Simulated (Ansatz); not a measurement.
# Worked example: correlation energy of OF2, singlet

Geometry: MP2(full)/6-31G*, from the G2/97 set.

```xyz
3

F     0.0000    1.1106   -0.2636
O     0.0000    0.0000    0.6260
F     0.0000   -1.1106   -0.2636
```

Basis 6-31G; Ansatz 0.2.0. Only valence electrons are correlated (noble-gas cores frozen), which leaves 20 electrons in 24 orbitals. Prefix R: restricted or restricted open-shell reference.

Full CI isn't at hand for all of this; RCCSDTQ serves as the reference, and is uncertain by about the last step of the cluster series.

Runs differ by some tens of microhartree through their thresholds, so steps under 0.03 kcal/mol mean nothing.

| level | total energy (hartree) |
| --- | --- |
| RHF | -273.381752 |
| RMP2 | -273.779914 |
| RCCSD | -273.783706 |
| RCCSD(T) | -273.794538 |
| RCCSDT | -273.794909 |
| RCCSDT(Q) | -273.797351 |
| RCCSDTQ | -273.797041 |

Question: What is the correlation energy at RCCSDTQ, and what share of it do RMP2 and RCCSDT recover?

Answer: E(corr) = -273.797041 − (-273.381752) = -0.415289 hartree = -11.301 eV. RMP2: -0.398162 / -0.415289 = 95.88 %. RCCSDT: -0.413157 / -0.415289 = 99.49 %.

Question: By how many kcal/mol does RCCSD(T) miss RCCSDTQ (1 hartree = 627.509 kcal/mol), and which steps make up the rest?

Answer: -273.794538 − (-273.797041) = 0.002503 hartree = 1.57 kcal/mol. Steps: RCCSDT − RCCSD(T) = -0.23, RCCSDT(Q) − RCCSDT = -1.53, RCCSDTQ − RCCSDT(Q) = 0.19 kcal/mol. Differences between like states or geometries often cancel part of this.
